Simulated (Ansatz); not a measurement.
**MgCl2 (SMILES [Cl][Mg][Cl]): functionals against CCSD(T) at one geometry**

An exercise on one series of results from a longer session: the logs are not shown, and one member is left open.

Program: Ansatz 0.2.0, Gaussian basis. Level of theory: single points in def2-TZVPP. These are calculated values, not measurements.

Correlated methods freeze the cores. The outer core shell of Li, Na, Mg and K is correlated.

## The system as given

SMILES `[Cl][Mg][Cl]`, 3 atoms, charge 0, spin multiplicity 1.

Atoms are counted from 1 here; the program's logs count them from 0.

Bond lengths: Cl1–Mg2 2.004 Å, Mg2–Cl3 2.184 Å. Angles: Cl1–Mg2–Cl3 176.6°.

Coordinates:

```mol
Cl2Mg
  3D, bonds by distance, orders not assigned

  3  2  0  0  0  0  0  0  0  0999 V2000
    0.4620    1.9627    0.4145 Cl  0  0
   -0.0069    0.0466    0.0600 Mg  0  0
   -0.5099   -2.0165   -0.4518 Cl  0  0
  1  2  8  0
  2  3  8  0
M  END
```

Set-up of the first run:

run/in.yaml reads:

```yaml
crystal:
  periodic: [false, false, false]
  atoms:
    - {symbol: Cl, position_ang: [0.462000, 1.962700, 0.414500]}
    - {symbol: Mg, position_ang: [-0.006900, 0.046600, 0.060000]}
    - {symbol: Cl, position_ang: [-0.509900, -2.016500, -0.451800]}
basis:
  gaussian: {orbitals: def2-TZVPP}
correlation: {method: ccsd_t}
output: {forces: true}
```

The run is started by

```bash
$ ansatz run in.yaml --threads 4 --pin off --events-out ev --progress --plain --max-ram 5222MiB
```

Among the steps run: CCSD(T)/def2-TZVPP; PBE0-D4/def2-TZVPP; wB97M-V/def2-TZVPP; r2SCAN-D4/def2-TZVPP; PBE-D4/def2-TZVPP; BLYP-D4/def2-TZVPP; r2SCANh-D4/def2-TZVPP.

One table of the session follows, with a row left open; its other results are not shown here.

| method | RMS force component (eV/Å) | angle to CCSD(T) forces (°) | dipole (D) |
| --- | --- | --- | --- |
| CCSD(T) | 1.536 | reference | 0.77 |
| PBE0-D4 | 1.480 | 1.6 | 0.77 |
| wB97M-V | 1.499 | 0.8 | 0.77 |
| r2SCAN-D4 | ? | ? | ? |
| PBE-D4 | 1.514 | 1.0 | 0.73 |
| BLYP-D4 | 1.545 | 2.4 | 0.72 |
| r2SCANh-D4 | 1.493 | 1.6 | 0.77 |

**Question.** Estimate the row for r2SCAN-D4.

As computed: RMS force component (eV/Å): 1.503; angle to CCSD(T) forces (°): 1.0; dipole (D): 0.76. In the column «RMS force component (eV/Å)» it lies between wB97M-V (1.499) and PBE-D4 (1.514).
